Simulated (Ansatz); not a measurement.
Reaction: SiH4S (SMILES S[SiH3]) → SiH3 (SMILES [SiH3], doublet) + HS (SMILES [SH], doublet) (the S-Si bond breaks)
Each species at its own B3LYP-D3(BJ)/def2-TZVP minimum (Ansatz, a quantum-chemistry and plane-wave program).

Wanted: bond dissociation energy (electronic), in kcal/mol. Open shells are spin-unrestricted; no spin-orbit coupling. CBS(X,Y): correlation extrapolated as X^-3, Hartree-Fock from the larger set (Q,5: extrapolated as (X+1)exp(-9√X)). A bracket is a step between two methods taken in the basis named. The functionals are non-relativistic, so their misses hold any scalar relativity. Double hybrids freeze cores in their MP2 part. '+ core + X2C': CCSD(T) terms for core correlation (cc-pwCVTZ, 1s frozen past Ne) and scalar relativity (cc-pVTZ-DK).

CCSD(T)/CBS(cc-pV(Q+d)Z,cc-pV(5+d)Z) + [CCSDT(Q) - CCSD(T)]/cc-pV(T+d)Z + core + X2C (Ansatz) gives 91.8 kcal/mol.

How far off this value is PBE/def2-TZVPD (Ansatz), in which direction, and which of these levels come nearer: r2SCAN/def2-TZVPD, B3LYP/def2-TZVPD, PBE0/def2-TZVPD, B2PLYP/def2-TZVPD, CCSD(T)/CBS(cc-pV(Q+d)Z,cc-pV(5+d)Z) + core + X2C?

PBE gives 88.3 kcal/mol, 3.5 kcal/mol below it. Differences of the others: r2SCAN/def2-TZVPD (Ansatz) -4.9; B3LYP/def2-TZVPD (Ansatz) -7.3; PBE0/def2-TZVPD (Ansatz) -3.8; B2PLYP/def2-TZVPD (Ansatz) -4.7; CCSD(T)/CBS(cc-pV(Q+d)Z,cc-pV(5+d)Z) + core + X2C (Ansatz) 0.1 kcal/mol. Nearer than PBE: CCSD(T)/CBS(cc-pV(Q+d)Z,cc-pV(5+d)Z) + core + X2C.
